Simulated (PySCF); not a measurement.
**Orbital energies and ionisation energy**

Species: epifluorohydrin, C₃H₅FO.
Atom-mapped SMILES: `[F:1][CH2:2][C@@H:3]1[CH2:4][O:5]1` (hydrogens: H6, H7 on C2; H8 on C3; H9, H10 on C4)

Structure used (PBE0-D3(BJ)/def2-SVP), in Å, numbered top down from 1:
```xyz
10
C3H5FO angstrom
F      1.7059    0.0413    1.0765
C      1.2021    0.0347   -0.1974
C     -0.2165    0.5259   -0.1890
C     -1.3366   -0.4034   -0.0529
O     -0.9913    0.1518   -1.3038
H      1.2339   -0.9893   -0.6058
H      1.8315    0.6821   -0.8316
H     -0.3510    1.5613    0.1543
H     -1.1345   -1.4757    0.0669
H     -2.2794   -0.0511    0.3828
```

Level: wB97X-D/def2-SVPD (PySCF). Frontier orbitals with their largest atomic shares (Löwdin; up to four atoms above 4 %):

| orbital | ε (eV) | main atoms |
| --- | --- | --- |
| HOMO−3 | -12.30 | F1 44 %, C2 16 %, O5 9 %, H7 9 % |
| HOMO−2 | -12.14 | F1 35 %, C2 19 %, C3 14 %, H6 10 % |
| HOMO−1 | -11.02 | C4 26 %, O5 24 %, C3 24 %, C2 9 % |
| HOMO | -10.26 | ? |
| LUMO | 2.45 | C4 21 %, C2 20 %, H9 11 %, H10 11 % |
| LUMO+1 | 2.95 | O5 28 %, H8 17 %, C3 15 %, F1 9 % |
| LUMO+2 | 3.03 | C2 15 %, C4 15 %, H7 14 %, O5 12 % |

What vertical ionisation energy does ΔSCF give, and how far is −ε(HOMO) from it?

ΔSCF: 10.84 eV (1045 kJ/mol; threshold wavelength 114 nm); ⟨S²⟩ of the doublet left behind is 0.755, against 0.75 for a pure doublet. −ε(HOMO) is 10.26 eV, 0.58 eV below it. In exact Kohn–Sham theory the two would be equal; wB97X-D (range-separated hybrid) falls short of its own ΔSCF value by 5 %. Holes in the HOMO−1 and HOMO−2 were tried too where these lie within 1.2 eV of the HOMO; the lowest converged state counts.

On which atoms does the HOMO lie?

O5 (epoxide oxygen) 65 %, C3 (sp3 carbon bound to oxygen) 8 %, C4 (sp3 carbon bound to oxygen) 8 %, C2 (sp3 C–F carbon) 4 %, so more than half of it is on one atom. The HOMO−1 lies 0.76 eV lower.

What kinetic energy would electrons from this vertical process carry with Lyman-α light (10.199 eV)?

The photon is 0.64 eV short of the vertical value.

What total energies stand behind the ΔSCF value?

E(N) = -292.04974 Eh and E(N − 1) = -291.65155 Eh at the same geometry, 0.39819 Eh apart.

Shift the occupied levels rigidly so that −ε(HOMO) equals the ΔSCF value. What binding energies result?

The shift is +0.58 eV: HOMO 10.84, HOMO−1 11.60, HOMO−2 12.72, HOMO−3 12.88 eV. A rigid shift is only a rough guide to the deeper ionisations.

How many of the 10 lowest singlet excitations (vertical TDDFT, same level) lie below the ionisation energy?

All 10; they run from 8.24 to 9.94 eV.

The structure is a single PBE0-D3(BJ)/def2-SVP conformer in the gas phase; no vibrational or solvent corrections.

wB97X-D is run here without its empirical dispersion term; that term would change no orbital, density or response property at a fixed geometry.
